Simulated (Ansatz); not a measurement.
Anthracene C14H10 was calculated with r²SCAN-D4 (plane waves, PAW; Ansatz, an electronic-structure program).

Give the computed lattice energy and volume per molecule.


* **lattice energy**: 105 kJ/mol
* **volume per molecule**: 222.56 Å³

Static lattice: no zero-point or thermal effects.

Computing time: roughly 80 core-minutes.
